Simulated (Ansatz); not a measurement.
**What a trial cell of Hf₃Br₂ relaxes into**

Computed with DFT PBE, scalar-relativistic, plane waves, PAW (Ansatz 0.2.0). Cutoff 420 eV, Γ-centred k mesh, Gaussian smearing, no spin polarisation in the final step.

Hf₃Br₂ was placed on the anti-A-type sesquioxide structure type (P-3m1, No. 164), with Br in place of La, Hf in place of O, at a guessed volume.

```yaml
crystal:
  lattice:
    - [4.40767, 0.00000, 0.00000]
    - [-2.20384, 3.81716, 0.00000]
    - [0.00000, 0.00000, 6.85762]
  atoms:
    - { symbol: Hf, position: [0.00000, 0.00000, 0.00000] }
    - { symbol: Hf, position: [0.33333, 0.66667, 0.64500] }
    - { symbol: Hf, position: [0.66667, 0.33333, 0.35500] }
    - { symbol: Br, position: [0.33333, 0.66667, 0.24500] }
    - { symbol: Br, position: [0.66667, 0.33333, 0.75500] }
```

Cell and atoms relax at zero pressure; the relaxation can't lower the symmetry of the start. After a coarse first stage the cell is made exact in the group found at 0.06 Å.

The zero of energy is the elements' standard structures at the same level; no fitted shifts are applied.

(1) Which crystal results?

(2) What are its volume, energy, density and gap?

Answers

(1) It keeps P-3m1 (No. 164). The result has the A-type sesquioxide structure. Conventional cell: a = 4.440 Å, c = 6.797 Å. Around Hf on Wyckoff site a (1 atom of the primitive cell) lie 6 Br at 3.10 Å and 6 Hf at 3.45 Å; around Hf on Wyckoff site d (2 atoms of the primitive cell) lie 4 Br at 2.63–2.74 Å; around Br lie 4 Hf at 2.63–2.74 Å and 3 Hf at 3.10 Å.

```cif
data_structure
_symmetry_space_group_name_H-M 'P-3m1'
_symmetry_Int_Tables_number 164
_cell_length_a 4.4400
_cell_length_b 4.4400
_cell_length_c 6.7966
_cell_angle_alpha 90.000
_cell_angle_beta 90.000
_cell_angle_gamma 120.000
_cell_volume 116.03
loop_
_atom_site_label
_atom_site_type_symbol
_atom_site_symmetry_multiplicity
_atom_site_Wyckoff_symbol
_atom_site_fract_x
_atom_site_fract_y
_atom_site_fract_z
_atom_site_occupancy
Hf1 Hf 1 a 0.00000 0.00000 0.00000 1
Hf2 Hf 2 d 0.33333 0.66667 0.65955 1
Br1 Br 2 d 0.33333 0.66667 0.25625 1
```

(2) The volume per atom is 23.21 Å³, the density is 9.95 g/cm³ and the energy over the elements is 0.52 eV/atom. The gap on the 12×12×6 mesh is 0 eV (a metal).

The final run used a 12×12×6 mesh on its 5-atom cell and 0.10 eV smearing. For metals, differences of a few meV/atom aren't resolved. Spin–orbit coupling is left out. Symmetry constrained the relaxation, so the result can be a saddle point. The steps took about 6 core-minutes in all.